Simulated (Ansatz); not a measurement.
# BS⁻, singlet in aug-cc-pVTZ: errors against RCCSDT(Q)

Geometry: a PBE0/def2-TZVPD stationary point for this spin.

```yaml
atoms:
  - { symbol: B, position_ang: [0.0000, 0.0000, 0.0000] }
  - { symbol: S, position_ang: [0.0000, 0.0000, 1.6853] }
```

Basis aug-cc-pVTZ; Ansatz 0.2.0. Correlated methods freeze the noble-gas cores, which leaves 10 electrons in 90 orbitals. R marks a restricted (for open shells ROHF) determinant. Active spaces: valence = (10e, 8o) chosen from the atoms' valence shells.

Full CI isn't at hand for all of this; RCCSDT(Q) serves as the reference, and is uncertain by the last step of the cluster series or more.

* UHF ⟨S²⟩: 0.000
* T1 diagnostic (RCCSD): 0.0207
* largest doubles amplitude (RCCSD): 0.064

```csv
level,E − E(RCCSDT(Q)) (meV),share of correlation (%),wall time
RHF,8362,0.00,–
RMP2,1095,86.91,–
RCCSD,547,93.46,–
RCCSD(T),56,99.32,8 s
BCCD(T),52,99.38,2.1 s
RCCSDT,36,99.57,–
CASSCF (valence space),6514,22.10,–
NEVPT2 (valence space),1519,81.83,2.8 s (H100)
MRCISD (valence space),744,91.10,–
MRCISD+Q (valence space),147,98.24,3.8 s (H100)
```

The correlation energy at RCCSDT(Q), counted from RHF, is -8.362 eV. That run took 5.5 s on 2 threads of AMD EPYC 7R13 with a shared H100 80 GB, shared host.

Times hold each run's SCF and search for its determinant on a shared host, so for small cases they say little of a method's own cost; rows without a card ran on 1 thread of AMD EPYC 7R13. Some runs computed forces too.

Natural occupations of CASSCF (valence space) about the gap: 1.997 1.994 1.967 1.965 1.965 0.042 0.042 0.028; effectively unpaired electrons, Σ n²(2−n)², 0.03.
